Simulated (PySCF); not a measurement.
Stepwise substitution at one centre (Al F-SiH3). Gas-phase values, no solvent. Strings in code marks are SMILES.

All values below come from PBE-D3(BJ)/def2-TZVP // PBE0-D4/def2-TZVP (PySCF 2.14.0). Delta-SCF ions had no search for a lower state. Excitations are Tamm–Dancoff values on a coarser integration grid. The basis has no diffuse functions, so Rydberg states are missing or too high.

```
species                                                 dipole moment (D)  S1–T1 gap (TDA) (eV)  T1 excitation (TDA) (eV)  vertical ionisation energy (Delta-SCF) (eV)  S1 oscillator strength
------------------------------------------------------  -----------------  --------------------  ------------------------  -------------------------------------------  ----------------------
0 of 3 F replaced by SiH3 (`[F][Al]([F])[F]`)                        0.00                  0.20                      7.12                                        13.53                   0.000
1 of 3 F replaced by SiH3 (`[F][Al]([F])[SiH3]`)                     1.76                  1.31                      4.63                                        10.64                   0.093
2 of 3 F replaced by SiH3 (`[F][Al]([SiH3])[SiH3]`)                  1.08                  0.60                      3.11                                         8.92                   0.000
3 of 3 F replaced by SiH3 (`[SiH3][Al]([SiH3])[SiH3]`)               0.18                  0.50                      2.62                                            –                   0.000
```
